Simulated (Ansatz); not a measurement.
# BH₅SSi (SMILES BS[SiH3]): one structure at several levels

An exercise on one series of results from a longer session: the logs are not shown, and one member is left open.

Program: Ansatz 0.2.0, Gaussian basis. Level of theory: single points in def2-TZVPP. These are calculated values, not measurements.

Cores are frozen in the correlated methods.

### Starting geometry

SMILES `BS[SiH3]`, 8 atoms, charge 0, spin multiplicity 1.

Atoms are counted from 1 here; the program's logs count them from 0.

Bond lengths: B1–S2 1.799 Å, B1–H4 1.115 Å, B1–H5 1.206 Å, S2–Si3 2.183 Å, Si3–H6 1.460 Å, Si3–H7 1.359 Å, Si3–H8 1.488 Å. Angles: S2–B1–H4 124.8°, S2–B1–H5 119.3°, H4–B1–H5 115.8°, B1–S2–Si3 103.0°, S2–Si3–H6 106.5°, S2–Si3–H7 113.2°, S2–Si3–H8 102.5°, H6–Si3–H7 113.1°, H6–Si3–H8 106.2°, H7–Si3–H8 114.4°.

Geometry (Å):

```
B    -1.05840    0.97470   -1.05630
S    -1.04820   -0.70450   -0.41180
Si    0.80740   -0.78060    0.73640
H    -1.84110    1.39130   -1.73250
H    -0.19840    1.74610   -0.70980
H     0.63480    0.13230    1.86260
H     1.90970   -0.50650   -0.00900
H     0.77670   -2.15430    1.30820
```

Set-up of the first run:

Input file run/in.yaml:

```yaml
crystal:
  periodic: [false, false, false]
  atoms:
    - {symbol: B, position_ang: [-1.058400, 0.974700, -1.056300]}
    - {symbol: S, position_ang: [-1.048200, -0.704500, -0.411800]}
    - {symbol: Si, position_ang: [0.807400, -0.780600, 0.736400]}
    - {symbol: H, position_ang: [-1.841100, 1.391300, -1.732500]}
    - {symbol: H, position_ang: [-0.198400, 1.746100, -0.709800]}
    - {symbol: H, position_ang: [0.634800, 0.132300, 1.862600]}
    - {symbol: H, position_ang: [1.909700, -0.506500, -0.009000]}
    - {symbol: H, position_ang: [0.776700, -2.154300, 1.308200]}
basis:
  gaussian: {orbitals: def2-TZVPP}
correlation: {method: ccsd_t}
output: {forces: true}
```

No record of the launch command was kept for these runs.

Among the steps run: CCSD(T)/def2-TZVPP; PBE0-D4/def2-TZVPP; wB97M-V/def2-TZVPP; r2SCAN-D4/def2-TZVPP; PBE-D4/def2-TZVPP; B97M-V/def2-TZVPP; r2SCAN0-D4/def2-TZVPP.

One table of the session follows, with a row left open; its other results are not shown here.

| method | RMS force component (eV/Å) | angle to CCSD(T) forces (°) | dipole (D) |
| --- | --- | --- | --- |
| CCSD(T) | 1.172 | reference | 1.29 |
| PBE0-D4 | 1.206 | 4.1 | 1.28 |
| wB97M-V | 1.151 | 3.0 | 1.28 |
| r2SCAN-D4 | 1.186 | 2.7 | 1.27 |
| PBE-D4 | ? | ? | ? |
| B97M-V | 1.142 | 4.9 | 1.12 |
| r2SCAN0-D4 | 1.186 | 4.1 | 1.29 |

**Question.** Estimate the row for PBE-D4.

As computed: RMS force component (eV/Å): 1.209; angle to CCSD(T) forces (°): 5.6; dipole (D): 1.25. In the column «RMS force component (eV/Å)» it is the highest.
